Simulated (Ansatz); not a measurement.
# C2H5NS: small, medium and large basis sets

The task here is to estimate one member of a computed series from the others.

The runs use Ansatz 0.2.0, Gaussian basis; one geometry, several basis sets.

Plan: PBE0-D4/def2-SVP; ωB97M-V/def2-SVP; PBE0-D4/def2-QZVPP; ωB97M-V/def2-QZVPP; the functionals' def2-TZVPP values are taken from earlier runs.

## The relaxed structure

The geometry comes from an earlier relaxation with PBE0-D4 in a triple-zeta def2 set; it is a stationary point, not always the lowest conformer.

9 atoms, charge 0, spin multiplicity 1.

Atoms are counted from 1 here; the program's logs count them from 0.

Bond lengths: N1–C2 1.363 Å, N1–H5 1.004 Å, N1–H6 1.010 Å, C2–C3 1.341 Å, C2–H7 1.086 Å, C3–S4 1.758 Å, C3–H8 1.081 Å, S4–H9 1.348 Å. Angles: C2–N1–H5 117.6°, C2–N1–H6 115.4°, H5–N1–H6 115.7°, N1–C2–C3 126.2°, N1–C2–H7 114.9°, C3–C2–H7 118.9°, C2–C3–S4 121.6°, C2–C3–H8 120.1°, S4–C3–H8 118.2°, C3–S4–H9 99.3°.

The first run:

in.yaml

```yaml
crystal:
  periodic: [false, false, false]
  atoms:
    - {symbol: N, position_ang: [-0.507869, 0.865569, -0.947772]}
    - {symbol: C, position_ang: [0.392877, -0.121055, -0.679723]}
    - {symbol: C, position_ang: [0.512611, -0.790747, 0.476311]}
    - {symbol: S, position_ang: [-0.641409, -0.582751, 1.786245]}
    - {symbol: H, position_ang: [-0.738977, 1.036613, -1.909918]}
    - {symbol: H, position_ang: [-1.273407, 0.942909, -0.293521]}
    - {symbol: H, position_ang: [1.097115, -0.327640, -1.480843]}
    - {symbol: H, position_ang: [1.303857, -1.516322, 0.602268]}
    - {symbol: H, position_ang: [-0.056297, 0.447125, 2.429954]}
basis:
  gaussian: {orbitals: def2-SVP}
hamiltonian: {xc: pbe0, dispersion: d4}
output: {orbitals: {seedname: orbitals}}
```

The run is started by

```sh
> ansatz run in.yaml --threads 2 --pin off --events-out ev --progress --plain --max-ram 4352MiB
```

Among the steps run: PBE0-D4 in def2-SVP; ωB97M-V in def2-SVP; PBE0-D4 in def2-QZVPP; ωB97M-V in def2-QZVPP.

One table of the session follows, with a row left open; its other results are not shown here.

It belongs to the step «Density functionals: the series». 

```
functional       basis  HOMO (eV)  LUMO (eV)
   PBE0-D4    def2-SVP      -6.04       0.65
   PBE0-D4  def2-TZVPP          ?          ?
   PBE0-D4  def2-QZVPP      -6.28       0.15
   ωB97M-V    def2-SVP      -8.18       2.78
   ωB97M-V  def2-TZVPP      -8.39       2.25
   ωB97M-V  def2-QZVPP      -8.44       1.67
```

Estimate the missing values for PBE0-D4, def2-TZVPP.

**Answer.** HOMO (eV): -6.23; LUMO (eV): 0.27. In the column «HOMO (eV)» it lies between PBE0-D4, def2-QZVPP (-6.28) and PBE0-D4, def2-SVP (-6.04).
